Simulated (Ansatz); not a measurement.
Process, species as SMILES: NC=O + 3 [H][H] (H2) → C (CH4) + N (NH3) + O (H2O)
B3LYP-D3(BJ)/def2-TZVP geometries, fixed; electronic energies without zero-point terms.

Core correlation in the energy of full hydrogenation at MP2 with Ansatz (a program for electronic structure), in kcal/mol: frozen core against all electrons. Core-valence sets carry the plain set on hydrogen. Species with rotatable bonds are taken in one conformer. Costs are rough ratios of core time on shared machines of one kind.

| basis | functions, most | frozen core | all electrons | core term (second minus first) | cost over frozen core |
|---|---|---|---|---|---|
| cc-pVDZ | 57 | -46.51 | -46.90 | -0.39 | - |
| cc-pCVDZ | 69 | -46.58 | -46.83 | -0.25 | - |
| cc-pVTZ | 132 | -52.60 | -53.46 | -0.86 | - |
| cc-pCVTZ | 171 | -52.30 | -52.42 | -0.12 | - |
| cc-pwCVTZ | 171 | -52.13 | -52.28 | -0.15 | - |
| cc-pVQZ | 255 | -54.02 | -54.86 | -0.84 | - |
| cc-pCVQZ | 342 | -53.84 | -54.00 | -0.15 | 0.9× |
| cc-pwCVQZ | 342 | -53.79 | -53.94 | -0.15 | 1× |

The largest core-valence set, cc-pwCVQZ, gives a core term of -0.15 kcal/mol; the valence set cc-pVQZ, which lacks functions for the core, gives -0.84.
